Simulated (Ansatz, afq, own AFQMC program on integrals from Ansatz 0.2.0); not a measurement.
**Where AFQMC and coupled cluster stand for B2⁺, doublet**

```tsv
atom	x (Å)	y (Å)	z (Å)
B	0.0000	0.0000	0.0000
B	0.0000	0.0000	1.6406
```

Basis cc-pVDZ. Noble-gas cores (and the filled d shells of Ga–Kr and In–Xe) are frozen. AFQMC by an in-house program on the Cholesky factors that Ansatz 0.2.0 writes for its CCSD(T) run. The CISD trial takes its coefficients from CCSD amplitudes. Released means that phaseless walkers are propagated on without the constraint, phases kept. ± is one standard error of the sampling.

Determinant: UHF, the one that the program's search chose, which needn't be the lowest solution. The geometry is a PBE0/def2-TZVP stationary point of this or a neighbouring charge and spin state.

Full CI on the same integrals is exact in this basis and with this determinant's frozen core.

Cautions: strong correlation (T1 0.084, weight of the determinant 0.80, largest double 0.22); (T) is large, 6 % of the CCSD correlation; unrestricted determinant spin contaminated (⟨S²⟩ 1.67 against 0.75); CCSD(T) is in doubt: in a space of 5 electrons in 8 natural orbitals full CI lies 163 meV below it; the CCSDT(Q) amplitudes may be one of several solutions (largest double 0.54); the CCSDTQ amplitudes may be one of several solutions (largest double 0.58); the released energies have errors that jump between times, so the bars are unsure, so no released level is given (meV from the phaseless value at times in 1/Eh: 12 ± 31 at 0.24, -25 ± 4 at 0.51, -40.8 ± 2.2 at 0.99, -42 ± 7 at 1.62, -58 ± 7 at 2.40).

The T1 diagnostic is 0.0836 and the weight of the determinant in the CISD state is 0.796. The ⟨S²⟩ of the determinant is 1.671 and the size of the correlated space is 5 electrons in 26 orbitals.

```tsv
level	correlation energy (eV)
MP2	-1.4918
CCSD	-2.4062
CCSD(T)	-2.5621
```

(1) Estimate where phaseless AFQMC with a CISD trial lies against CCSD(T) on the same integrals.

(1) 3.60 ± 0.05 kcal/mol below CCSD(T).

Reference: full CI, correlation energy -2.797 eV. The cautions show a poor starting determinant, so the rows tell how each method copes with it here, and full CI is the sure value.

| level | E − E(reference) (kcal/mol) | share of correlation (%) |
| --- | --- | --- |
| CCSD(T) | 5.42 | 91.60 |
| CCSDT | 0.72 | 98.89 |
| CCSDT(Q) | -0.09 | 100.15 |
| CCSDTQ | 0.01 | 99.98 |
| ph-AFQMC/CISD | 1.82 ± 0.05 | 97.18 |

CCSDT and higher add their correlation energy to the determinant of the CCSD(T) run, since their own runs factorise the integrals more tightly (a shift of under 2 meV).
